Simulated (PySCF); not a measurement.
Compound: cyclopropane, C3H6.
Atom-mapped SMILES: `[CH2:1]1[CH2:2][CH2:3]1` (hydrogens: H4, H5 on C1; H6, H7 on C2; H8, H9 on C3)

Computed by this run: PBE0-D3(BJ)/def2-TZVP geometry optimisation, gas phase (PySCF 2.14.0); density fitting, grid level 2; the optimiser is geomeTRIC in internal coordinates, started from a GFN2-xTB structure with every atom displaced at random (about 0.01 Å).

Geometry at step 1:
```
atom  x, y, z in Å
C1     -0.7579   -0.6008    0.0048
C2      0.7174   -0.3888    0.1736
C3     -0.1553    0.7386   -0.2932
H4     -1.3593   -0.6900    0.9036
H5     -1.0824   -1.2256   -0.8087
H6      1.1213   -0.3418    1.1787
H7      1.3781   -0.8521   -0.5486
H8     -0.3600    1.5381    0.3995
H9     -0.0787    1.0617   -1.3258
```

Problem. What forces act on the atoms?

Solution. 
| atom | Fx (eV/Å) | Fy (eV/Å) | Fz (eV/Å) |
| --- | --- | --- | --- |
| C1 | 0.153 | 0.122 | 0.311 |
| C2 | -0.066 | 0.075 | 0.019 |
| C3 | 0.038 | -0.199 | -0.160 |
| H4 | 0.031 | -0.003 | -0.073 |
| H5 | -0.096 | -0.069 | -0.225 |
| H6 | -0.039 | 0.002 | -0.043 |
| H7 | -0.006 | 0.016 | -0.006 |
| H8 | -0.015 | 0.138 | 0.134 |
| H9 | 0.000 | -0.083 | 0.042 |

The largest, 0.37 eV/Å, acts on C1; the rms over all components is 0.111 eV/Å. The forces sum to zero within rounding, as they must for an isolated molecule in no field.

Problem. Give the force on C1 in Eh/bohr and in nN.

Solution. 0.368 eV/Å ÷ 51.422 = 0.00715 Eh/bohr, and 0.368 eV/Å × 1.602 = 0.59 nN.

Problem. How far is this geometry from the end of the optimisation?

Solution. 0.004 eV above it, and 0.013 Å rms away after alignment. The bonds farthest from their final lengths, with half the difference of the two atoms' forces along the bond (positive lengthens):

| bond | now (Å) | final (Å) | force along bond (eV/Å) |
| --- | --- | --- | --- |
| C1–H5 | 1.076 | 1.083 | +0.30 |
| C3–H8 | 1.077 | 1.083 | +0.22 |
| C2–C3 | 1.500 | 1.497 | -0.11 |
| C1–C2 | 1.500 | 1.497 | -0.13 |
| C1–H4 | 1.085 | 1.083 | -0.12 |
| C3–H9 | 1.085 | 1.083 | -0.08 |

The angle farthest from its final value is C3–C1–H5, 119.3° against 118.0°.

What follows is the cost of the whole optimisation. Time: 20 s wall; peak memory 0.58 GiB. Hardware: an AMD EPYC 9R14 with one thread (shared host).
